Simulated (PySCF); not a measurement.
Simulated outer-valence photoelectron spectrum of `[H]/N=C/C(F)F`. Theory: EOM-IP-CCSD/aug-cc-pVDZ in PySCF, restricted Hartree–Fock reference, 5 core orbitals frozen, non-relativistic, gas phase, PBE0-D3(BJ)/def2-SVP geometry.

Each root has a Gaussian of 0.4 eV full width with its one-hole share as area; cross sections and vibrations are left out, and the highest printed point is 100.

ionisation energy (eV), intensity and a bar:
```
     10.6          2 #
     10.8         20 ######
     11.0         52 ################
     11.2         33 ##########
     11.4          5 ##
     11.6          0 
     11.8          0 
     12.0          0 
     12.2          0 
     12.4          0 
     12.6          8 ##
     12.8         43 #############
     13.0         76 #######################
     13.2         68 #####################
     13.4         28 ########
     13.6          3 #
     13.8          0 
     14.0          0 
     14.2          0 
     14.4          0 
     14.6          8 ##
     14.8         52 ################
     15.0        100 ##############################
     15.2         57 #################
     15.4         16 #####
     15.6         36 ###########
     15.8         51 ###############
     16.0         18 #####
     16.2          2 
     16.4          0 
     16.6          0 
     16.8          0 
     17.0          4 #
     17.2         30 #########
     17.4         70 #####################
     17.6         75 ######################
     17.8         39 ############
     18.0          7 ##
     18.2          0
```

Question: Where are the maxima, and how many lines lie under the curve?

Answer: 5 maxima, at 11.0, 13.1, 15.0, 15.8 and 17.5 eV, from 8 lines. At this width some lines have no maximum of their own.

Question: List the lines with their holes.

Answer: 
```tsv
E (eV)	leading hole (HF orbital)	area	Koopmans (eV)
11.04	HOMO	0.95	12.44
12.93	HOMO-1	0.96	13.03
13.20	HOMO-2	0.95	14.97
14.95	HOMO-4	0.95	17.48
15.07	HOMO-3	0.95	16.96
15.75	HOMO-5	0.94	18.48
17.39	HOMO-6	0.93	19.22
17.65	HOMO-7	0.95	19.83
```

The widest gap, 1.89 eV, lies between 11.04 and 12.93 eV. Only orbitals with −ε under 21 eV, eight at most, were ionised, so the high end of the curve may lack lines.

The values belong to the conformer `[H]/[N:1]=[CH:2]/[CH:3]([F:4])[F:5]`: N1–C2–C3–F4 121°.
